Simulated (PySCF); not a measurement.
Species: nitrosyl fluoride, FNO.
Bonds: O1–N2 (double), N2–F3.

Computed with PySCF at PBE0/pcSseg-1, non-relativistic, on one gas-phase PBE0-D3(BJ)/def2-SVP geometry that isn't relaxed in the solvent. The solvent is an IEF-PCM continuum (van der Waals radii × 1.2). The model holds no explicit solvent molecules, cavitation or dispersion.

```json
{"run": "gas", "E − E(gas) (kcal/mol)": "0.00", "HOMO (eV)": "-9.68", "HOMO–LUMO gap (eV)": "6.48", "dipole (D)": "1.09"}
{"run": "P", "E − E(gas) (kcal/mol)": "-1.56", "HOMO (eV)": "-9.58", "HOMO–LUMO gap (eV)": "6.56", "dipole (D)": "1.31"}
{"run": "Q", "E − E(gas) (kcal/mol)": "-1.40", "HOMO (eV)": "-9.59", "HOMO–LUMO gap (eV)": "6.56", "dipole (D)": "1.29"}
```

Question: The runs were made in acetone and dichloromethane. Which run belongs to which solvent?

Answer: P = acetone, Q = dichloromethane. The dielectric constants are 8.93 (dichloromethane), 20.49 (acetone), and the energy falls further as ε rises. In this model the ground state sees the solvent through ε alone.

Question: How constant is the ratio of the lowering to (ε − 1)/(2ε + 1)?

Answer: 
| solvent | (ε − 1)/(2ε + 1) | E − E(gas) (kcal/mol) | ratio (kcal/mol) | polarisation term (kcal/mol) |
| --- | --- | --- | --- | --- |
| dichloromethane | 0.420 | -1.40 | -3.3 | -1.53 |
| acetone | 0.464 | -1.56 | -3.4 | -1.71 |

The ratio changes by +0.9 % in size from dichloromethane to acetone. The polarisation term is half the interaction of the solute with the induced surface charges.
